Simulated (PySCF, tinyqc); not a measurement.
FCI on RHF in the sto-3g basis, frozen core, for HF, spin multiplicity 1, step by step. The lowest restricted solution is unstable here: a spin-polarised one lies 0.0110 hartree lower (PySCF). Computed by tinyqc, a small Python program that keeps every step (integrals from PySCF). Settings: charge = 0, multiplicity = 1, basis = sto-3g, method = RHF, frozen orbitals = 1, energy threshold = 1e-10, iteration cap = 67, orthogonalisation = canonical, start = Wolfsberg-Helmholz matrix, DIIS depth = 6, ci = FCI. Command: `OMP_NUM_THREADS=1 python tinyqc.py 24913 24914 out.jsonl` (the two numbers bound the seeds that draw the settings). One thread of a shared host (Intel(R) Xeon(R) Processor @ 2.60GHz), about 0.1 s of CPU time with the checks. The early iterations of the SCF are left out here.

## One-electron integrals

Geometry (angstrom):
```
atom        x        y        z
F     0.00000  0.00000  0.00000
H     0.00000  0.00000  1.31200
```

Basis sto-3g: exponents (1/bohr^2) and contraction coefficients of normalised primitives:
```
element  l (shell)   exponent  coefficient
F            s (1)  166.67913      0.15433
F            s (1)   30.36081      0.53533
F            s (1)    8.21682      0.44463
F            s (2)    6.46480     -0.09997
F            s (2)    1.50228      0.39951
F            s (2)    0.48859      0.70012
F            p (3)    6.46480      0.15592
F            p (3)    1.50228      0.60768
F            p (3)    0.48859      0.39196
H            s (1)    3.42525      0.15433
H            s (1)    0.62391      0.53533
H            s (1)    0.16886      0.44463
```

Overlap, kinetic and nuclear-attraction integrals over the contracted functions; the nuclear repulsion is the sum of Za Zb / Rab.

nuclear repulsion = 3.6300266 hartree

overlap S:
```
          1F 1s    1F 2s   1F 2px   1F 2py   1F 2pz    2H 1s
1F 1s   1.00000  0.23799  0.00000  0.00000  0.00000  0.01942
1F 2s   0.23799  1.00000  0.00000  0.00000  0.00000  0.23214
1F 2px  0.00000  0.00000  1.00000  0.00000  0.00000  0.00000
1F 2py  0.00000  0.00000  0.00000  1.00000  0.00000  0.00000
1F 2pz  0.00000  0.00000  0.00000  0.00000  1.00000  0.20785
2H 1s   0.01942  0.23214  0.00000  0.00000  0.20785  1.00000
```

kinetic energy T (hartree):
```
           1F 1s     1F 2s   1F 2px   1F 2py   1F 2pz     2H 1s
1F 1s   36.98458  -0.21286  0.00000  0.00000  0.00000  -0.00636
1F 2s   -0.21286   1.03800  0.00000  0.00000  0.00000   0.00314
1F 2px   0.00000   0.00000  3.24801  0.00000  0.00000   0.00000
1F 2py   0.00000   0.00000  0.00000  3.24801  0.00000   0.00000
1F 2pz   0.00000   0.00000  0.00000  0.00000  3.24801   0.06108
2H 1s   -0.00636   0.00314  0.00000  0.00000  0.06108   0.76003
```

nuclear attraction V (hartree):
```
            1F 1s      1F 2s     1F 2px     1F 2py     1F 2pz     2H 1s
1F 1s   -77.41292   -9.27280    0.00000    0.00000   -0.00736  -0.77468
1F 2s    -9.27280  -11.94443    0.00000    0.00000   -0.09180  -1.93782
1F 2px    0.00000    0.00000  -11.83697    0.00000    0.00000   0.00000
1F 2py    0.00000    0.00000    0.00000  -11.83697    0.00000   0.00000
1F 2pz   -0.00736   -0.09180    0.00000    0.00000  -11.88196  -1.47509
2H 1s    -0.77468   -1.93782    0.00000    0.00000   -1.47509  -4.82440
```

core Hamiltonian H = T + V (hartree):
```
            1F 1s      1F 2s    1F 2px    1F 2py    1F 2pz     2H 1s
1F 1s   -40.42834   -9.48566   0.00000   0.00000  -0.00736  -0.78104
1F 2s    -9.48566  -10.90643   0.00000   0.00000  -0.09180  -1.93469
1F 2px    0.00000    0.00000  -8.58895   0.00000   0.00000   0.00000
1F 2py    0.00000    0.00000   0.00000  -8.58895   0.00000   0.00000
1F 2pz   -0.00736   -0.09180   0.00000   0.00000  -8.63395  -1.41400
2H 1s    -0.78104   -1.93469   0.00000   0.00000  -1.41400  -4.06437
```

## Two-electron integrals

Functions are numbered as in S; the eight-fold symmetry (ij|kl) = (ji|kl) = (kl|ij) leaves the list below.

Two-electron integrals (ij|kl) in chemists' order, unique and non-zero (hartree):
```
(11|11) 5.40350   (21|11) 0.84192   (21|21) 0.15630   (22|11) 1.26803
(22|21) 0.29234   (22|22) 0.92617   (31|31) 0.02800   (32|31) 0.04317
(32|32) 0.20459   (33|11) 1.26450   (33|21) 0.29240   (33|22) 0.92596
(33|33) 0.99751   (41|41) 0.02800   (42|41) 0.04317   (42|42) 0.20459
(43|43) 0.05377   (44|11) 1.26450   (44|21) 0.29240   (44|22) 0.92596
(44|33) 0.88997   (44|44) 0.99751   (51|51) 0.02800   (52|51) 0.04317
(52|52) 0.20459   (53|53) 0.05377   (54|54) 0.05377   (55|11) 1.26450
(55|21) 0.29240   (55|22) 0.92596   (55|33) 0.88997   (55|44) 0.88997
(55|55) 0.99751   (61|11) 0.06950   (61|21) 0.01281   (61|22) 0.02384
(61|33) 0.02381   (61|44) 0.02381   (61|51) 0.00050   (61|52) 0.00094
(61|55) 0.02391   (61|61) 0.00106   (62|11) 0.19777   (62|21) 0.04630
(62|22) 0.16642   (62|33) 0.16392   (62|44) 0.16392   (62|51) 0.00311
(62|52) 0.02561   (62|55) 0.17125   (62|61) 0.00385   (62|62) 0.03867
(63|31) 0.00458   (63|32) 0.02817   (63|53) 0.00521   (63|63) 0.00544
(64|41) 0.00458   (64|42) 0.02817   (64|54) 0.00521   (64|64) 0.00544
(65|11) 0.14376   (65|21) 0.03406   (65|22) 0.13121   (65|33) 0.12586
(65|44) 0.12586   (65|51) 0.00655   (65|52) 0.04694   (65|55) 0.14175
(65|61) 0.00293   (65|62) 0.03757   (65|65) 0.04176   (66|11) 0.39965
(66|21) 0.09505   (66|22) 0.39506   (66|33) 0.38368   (66|44) 0.38368
(66|51) 0.00690   (66|52) 0.08177   (66|55) 0.41751   (66|61) 0.00793
(66|62) 0.12524   (66|65) 0.14262   (66|66) 0.77461
```

## Orthogonalisation

S = U s U^T; canonical form X = U s^(-1/2), so that X^T S X = 1. Each column of U has its largest component positive (the first on a tie).

eigenvalues of S: 0.64056  0.85632  1.00000  1.00000  1.12545  1.37767

X:
```
               1         2         3        4         5        6
1F 1s   -0.48335   0.65092   0.00000  0.00000  -0.52489  0.35891
1F 2s    0.78930  -0.35653   0.00000  0.00000  -0.30706  0.52930
1F 2px   0.00000   0.00000  -0.01177  0.99993   0.00000  0.00000
1F 2py   0.00000   0.00000   0.99993  0.01177   0.00000  0.00000
1F 2pz   0.42017   0.64613   0.00000  0.00000   0.61663  0.27142
2H 1s   -0.72661  -0.44665   0.00000  0.00000   0.37218  0.49317
```

Within a degenerate level the vectors are fixed only up to a rotation; this is one choice.

## Iteration 6 (converged): orbitals

converged F (hartree):
```
            1F 1s     1F 2s    1F 2px    1F 2py    1F 2pz     2H 1s
1F 1s   -25.92078  -6.62596   0.00000   0.00000  -0.01371  -0.55256
1F 2s    -6.62596  -3.01460   0.00000   0.00000  -0.01556  -0.56224
1F 2px    0.00000   0.00000  -0.46422   0.00000   0.00000   0.00000
1F 2py    0.00000   0.00000   0.00000  -0.46422   0.00000   0.00000
1F 2pz   -0.01371  -0.01556   0.00000   0.00000  -0.19861  -0.39833
2H 1s    -0.55256  -0.56224   0.00000   0.00000  -0.39833  -0.25248
```

Diagonalise F' = X^T F X, C = X C', fill 5 alpha and 5 beta electrons from the bottom; D = 2 C_occ C_occ^T. Each column has its largest component positive (the first on a tie).

F' = X^T F X (hartree):
```
          1         2         3         4         5         6
1  -2.55122   4.77290   0.00000   0.00000  -4.35122   3.38529
2   4.77290  -8.05586   0.00000   0.00000   8.32691  -6.84601
3   0.00000   0.00000  -0.46422   0.00000   0.00000   0.00000
4   0.00000   0.00000   0.00000  -0.46422   0.00000   0.00000
5  -4.35122   8.32691   0.00000   0.00000  -9.49551   7.74189
6   3.38529  -6.84601   0.00000   0.00000   7.74189  -7.37996
```

orbital energies (hartree): MO1 -25.92998, MO2 -1.40919, MO3 -0.46422, MO4 -0.46422, MO5 -0.46289, MO6 0.31951

coefficients C:
```
             MO1       MO2      MO3       MO4       MO5       MO6
1F 1s    0.99501  -0.25955  0.00000   0.00000   0.04469   0.04718
1F 2s    0.02038   1.00397  0.00000   0.00000  -0.22687  -0.25441
1F 2px   0.00000   0.00000  0.94620  -0.32358   0.00000   0.00000
1F 2py   0.00000   0.00000  0.32358   0.94620   0.00000   0.00000
1F 2pz   0.00105   0.01761  0.00000   0.00000   0.68539  -0.76016
2H 1s   -0.00264   0.08782  0.00000   0.00000   0.60921   0.85460
```

D after iteration 6:
```
           1F 1s     1F 2s   1F 2px   1F 2py    1F 2pz     2H 1s
1F 1s    2.11883  -0.50087  0.00000  0.00000   0.05422   0.00361
1F 2s   -0.50087   2.11967  0.00000  0.00000  -0.27558  -0.10018
1F 2px   0.00000   0.00000  2.00000  0.00000   0.00000   0.00000
1F 2py   0.00000   0.00000  0.00000  2.00000   0.00000   0.00000
1F 2pz   0.05422  -0.27558  0.00000  0.00000   0.94015   0.83818
2H 1s    0.00361  -0.10018  0.00000  0.00000   0.83818   0.75771
```

Within a degenerate level the vectors are fixed only up to a rotation; this is one choice.

## Convergence

Stop when the energy changes by less than 1e-10 hartree and every element of the error matrix X^T (F D S - S D F) X is below 3e-06.

Course of the cycle:
```
iteration  E (hartree)     change  largest element of the error matrix
1          -98.1285425          -                             3.66e-01
2          -98.4826706  -3.54e-01                             5.78e-02
3          -98.4842305  -1.56e-03                             1.22e-02
4          -98.4843025  -7.20e-05                             3.17e-04
5          -98.4843026  -1.47e-07                             4.72e-06
6          -98.4843026  -2.30e-11                             1.15e-07
```

PySCF RHF in the same basis = -98.4843026 hartree

Converged in 6 iterations.

## Integrals over molecular orbitals

(pq|rs) = sum C_ip C_jq C_kr C_ls (ij|kl), one index at a time.

one-electron integrals over orbitals h = C^T H C (hartree):
```
           1         2         3         4         5         6
1  -40.41116   0.72527   0.00000   0.00000  -0.11749  -0.12921
2    0.72527  -9.12022   0.00000   0.00000   0.46116   0.71108
3    0.00000   0.00000  -8.58895   0.00000   0.00000   0.00000
4    0.00000   0.00000   0.00000  -8.58895   0.00000   0.00000
5   -0.11749   0.46116   0.00000   0.00000  -6.67454   2.32642
6   -0.12921   0.71108   0.00000   0.00000   2.32642  -5.94518
```

Two-electron integrals over orbitals (pq|rs), unique and non-zero (hartree); the lowest 1 orbital is frozen and left out:
```
(22|22) 0.87649    (32|32) 0.19044    (33|22) 0.89756    (33|33) 0.99751
(42|42) 0.19044    (43|43) 0.05377    (44|22) 0.89756    (44|33) 0.88997
(44|44) 0.99751    (52|22) -0.04566   (52|33) -0.06172   (52|44) -0.06172
(52|52) 0.13005    (53|32) -0.02517   (53|53) 0.03381    (54|42) -0.02517
(54|54) 0.03381    (55|22) 0.67977    (55|33) 0.66582    (55|44) 0.66582
(55|52) -0.01077   (55|55) 0.66277    (62|22) -0.07703   (62|33) -0.07666
(62|44) -0.07666   (62|52) -0.08058   (62|55) -0.02077   (62|62) 0.09130
(63|32) -0.02574   (63|53) -0.02315   (63|63) 0.02866    (64|42) -0.02574
(64|54) -0.02315   (64|64) 0.02866    (65|22) -0.24832   (65|33) -0.25443
(65|44) -0.25443   (65|52) 0.07514    (65|55) -0.08925   (65|62) 0.03260
(65|65) 0.24081    (66|22) 0.63171    (66|33) 0.61733    (66|44) 0.61733
(66|52) 0.04158    (66|55) 0.64119    (66|62) -0.05042   (66|65) -0.02795
(66|66) 0.66532
```

## FCI: determinants and Hamiltonian

one-electron integrals dressed by the frozen orbital, h + 2 (pq|11) - (p1|1q) (hartree):
```
          2         3         4         5         6
2  -6.72453   0.00000   0.00000   0.25295   0.44885
3   0.00000  -6.09043   0.00000   0.00000   0.00000
4   0.00000   0.00000  -6.09043   0.00000   0.00000
5   0.25295   0.00000   0.00000  -4.95080   1.47672
6   0.44885   0.00000   0.00000   1.47672  -4.30618
```

energy of the frozen orbital, 2 h_11 + (11|11) = -75.4576266 hartree

Hartree-Fock energy = -98.4843026 hartree

Slater-Condon rules over spin orbitals, with the nuclear repulsion and the energy of the frozen orbital added and E(HF) subtracted on the diagonal. Only determinants linked to the reference directly or through others are kept (one block of an abelian symmetry group), so some states are absent.

Occupation strings over the orbitals (2 doubly, a alpha, b beta, 0 empty; spin orbitals ordered 1a 1b 2a 2b ...): 222220 2222ab 2a222b 2222ba 2b222a 222202 2a22b2 222022 220222 2b22a2 202222

H - E(HF) between determinants (hartree):
```
          222220    2222ab    2a222b    2222ba    2b222a    222202    2a22b2    222022
222220   0.00000   0.00000   0.00000   0.00000   0.00000   0.24081  -0.03260   0.02866
2222ab   0.00000   0.38201  -0.00898  -0.24081  -0.03260   0.06130   0.07514   0.02315
2a222b   0.00000  -0.00898   1.18830  -0.03260  -0.09130  -0.07514  -0.22037   0.02574
2222ba   0.00000  -0.24081  -0.03260   0.38201  -0.00898  -0.06130  -0.02965  -0.02315
2b222a   0.00000  -0.03260  -0.09130  -0.00898   1.18830   0.07514   0.08058  -0.02574
222202   0.24081   0.06130  -0.07514  -0.06130   0.07514   0.80974   0.06133   0.03381
2a22b2  -0.03260   0.07514  -0.22037  -0.02965   0.08058   0.06133   1.64250   0.02517
222022   0.02866   0.02315   0.02574  -0.02315  -0.02574   0.03381   0.02517   0.81829
220222   0.02866   0.02315   0.02574  -0.02315  -0.02574   0.03381   0.02517   0.05377
2b22a2   0.03260  -0.02965   0.08058   0.07514  -0.22037  -0.06133  -0.13005  -0.02517
202222   0.09130   0.08058   0.02661  -0.08058  -0.02661   0.13005   0.09622   0.19044

          220222    2b22a2    202222
222220   0.02866   0.03260   0.09130
2222ab   0.02315  -0.02965   0.08058
2a222b   0.02574   0.08058   0.02661
2222ba  -0.02315   0.07514  -0.08058
2b222a  -0.02574  -0.22037  -0.02661
222202   0.03381  -0.06133   0.13005
2a22b2   0.02517  -0.13005   0.09622
222022   0.05377  -0.02517   0.19044
220222   0.81829  -0.02517   0.19044
2b22a2  -0.02517   1.64250  -0.09622
202222   0.19044  -0.09622   2.65499
```

## FCI: roots

Diagonalise (each vector has its largest component positive (the first on a tie)); all determinants have Ms = 0, so triplets appear too. The lowest singlet root is the correlation energy.

lowest roots of this matrix, relative to E(HF) (hartree): -0.07140  0.13826  0.58289  0.76452  0.79184  0.89437  1.05510  1.15809

lowest vectors:
```
          root 1    root 2    root 3    root 4
222220   0.96194   0.00000  -0.10188   0.00000
2222ab   0.02363   0.70627   0.67273   0.00000
2a222b  -0.00870   0.02763  -0.07491   0.00000
2222ba  -0.02363   0.70627  -0.67273   0.00000
2b222a   0.00870   0.02763   0.07491   0.00000
222202  -0.26678   0.00000  -0.24979   0.00000
2a22b2   0.02464  -0.02057  -0.06530   0.00000
222022  -0.01762   0.00000  -0.03162   0.70711
220222  -0.01762   0.00000  -0.03162  -0.70711
2b22a2  -0.02464  -0.02057   0.06530   0.00000
202222  -0.01999   0.00000  -0.01835   0.00000
```

<S^2> of these roots: 0.00000  2.00000  0.00000  0.00000  0.00000  0.00000  2.00000  0.00000

weight of the ground state by excitation level 0, 1, 2, ...: 0.92532  0.00127  0.07341
